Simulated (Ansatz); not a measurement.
HgS (P3₂21, No. 154)

Computed with LDA in Ansatz (PAW).

Run with plane-wave cutoff 500 eV, 12×12×4 k mesh (along the axes of the cell as run), Fermi–Dirac smearing 0.05 eV, scalar-relativistic PAW data made under PBE.

Cell: relaxed at this level.

```yaml
equilibrium_volume_per_atom: 21.83 Å³/atom
lattice_constant_a: 4.037 Å
c axis length: 9.279 Å
band_gap: 0.99 eV (on the SCF k mesh)
```

Note: the volume lies 7 % below that of the published cell.

Spin–orbit coupling is not included.

Computed values are for the static lattice.

Computing time: very roughly 6 core-minutes.

Ansatz is a program for electronic structure.
